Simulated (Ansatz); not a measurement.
`FC[SiH3]` → `[CH2]` (triplet) + `F[SiH3]`  (formal loss of a carbene)

Calculated with Ansatz (gas phase, PBE0-D4/def2-TZVP geometries, no zero-point term in ΔE). CCSD(T)/CBS adds triple-zeta CCSD(T) − MP2 to the extrapolated MP2 energy (def2 sets, frozen cores). This one scheme is used for every species. DFT in def2-TZVPP. B3LYP here is the variant with VWN-RPA as its local correlation; programs differ in this. HSE06 is defined as in plane-wave codes. Triplets are unrestricted, without spin–orbit coupling.

`FC[SiH3]`:

```xyz
8

F     0.035   -1.602    1.085
C     0.575   -0.777    0.104
Si   -0.510    0.757   -0.139
H     0.655   -1.356   -0.823
H     1.589   -0.500    0.411
H     0.118    1.596   -1.196
H    -0.590    1.529    1.126
H    -1.873    0.354   -0.567
```

`[CH2]` (triplet):

Cartesian coordinates in Å:
```
C -0.275 -0.013 0.015
H 0.132 -0.694 -0.716
H 0.143 0.706 0.702
```

`F[SiH3]`:

```xyz
5

F    -0.307    1.398   -0.619
Si    0.008   -0.036    0.016
H    -0.516   -0.057    1.402
H     1.476   -0.235    0.011
H    -0.661   -1.069   -0.810
```

| level | ΔE (kJ/mol) | difference from CCSD(T)/CBS |
| --- | --- | --- |
| PBE-D4 | 257.7 | 28.6 |
| revPBE-D4 | 244.9 | 15.8 |
| BLYP-D4 | 239.2 | 10.1 |
| r2SCAN-D4 | 215.9 | -13.2 |
| B97M-V | 236.1 | 7.0 |
| PBE0-D4 | 241.3 | 12.2 |
| B3LYP-D4 | 233.0 | 3.9 |
| r2SCAN0-D4 | 207.6 | -21.5 |
| HSE06-D4 | 241.9 | 12.8 |
| BHLYP-D4 | 213.2 | -15.9 |
| CAM-B3LYP-D4 | 234.2 | 5.1 |
| ωB97X-V | 251.0 | 21.9 |
| ωB97M-V | 240.6 | 11.5 |
| B2PLYP | 223.5 | -5.6 |
| PBE-QIDH | 227.3 | -1.8 |
| PBE | 252.6 | 23.5 |
| revPBE | 229.6 | 0.5 |
| PBE0 | 237.0 | 7.9 |
| B3LYP | 224.8 | -4.3 |
| r2SCANh | 211.1 | -18.0 |
| r2SCAN0 | 206.2 | -22.9 |
| HSE06 | 237.9 | 8.8 |
| BHLYP | 207.0 | -22.1 |
| CAM-B3LYP | 229.9 | 0.8 |
| LC-ωPBE | 229.2 | 0.1 |
| RPA@PBE/def2-TZVPP | 220.5 | -8.6 |
| HF/def2-SVP | 105.5 | -123.6 |
| MP2/def2-SVP | 224.7 | -4.4 |
| CCSD/def2-SVP | 218.3 | -10.8 |
| CCSD(T)/def2-SVP | 227.3 | -1.8 |
| HF/def2-TZVPP | 81.4 | -147.7 |
| MP2/def2-TZVPP | 221.4 | -7.7 |
| SCS-MP2/def2-TZVPP | 226.2 | -2.9 |
| CCSD/def2-TZVPP | 208.2 | -20.9 |
| CCSD(T)/def2-TZVPP | 220.5 | -8.6 |
| MP2/def2-QZVPP | 225.7 | -3.4 |
| SCS-MP2/def2-QZVPP | 231.7 | 2.6 |
| HF/CBS(def2) | 79.1 | -150.0 |
| MP2/CBS(def2) | 230.0 | 0.9 |
| CCSD/CBS(def2) | 216.9 | -12.2 |
| CCSD(T)/CBS | 229.1 | 0 |

Problem. What do rigid-rotor, harmonic-oscillator terms from PBE0-D4/def2-TZVP frequencies (298.15 K, 1 bar) make of the CCSD(T)/CBS value? (An estimate is asked.)

Solution. Computed: ΔZPE = -25.2 kJ/mol, ΔH = +209.9 kJ/mol, ΔS = 146 J/(mol·K), ΔG = +166.4 kJ/mol. Open shells count their whole term as degenerate.

Largest T1 diagnostic among the species: 0.011.

In def2-TZVPP, CCSD(T) changes the Hartree–Fock value by +139.1 kJ/mol (the triples alone add +12.2 kJ/mol) and MP2 by +140.0 kJ/mol. From r2SCAN to r2SCAN0 (25 % exact exchange), in def2-TZVPP and without D4, ΔE moves by −8.5 kJ/mol. The D4 term adds +8.2 kJ/mol with B3LYP and +4.3 kJ/mol with PBE0; it sums over pairs of atoms, weighted by their polarisabilities, and B3LYP, whose exchange is more repulsive, gets the larger term.
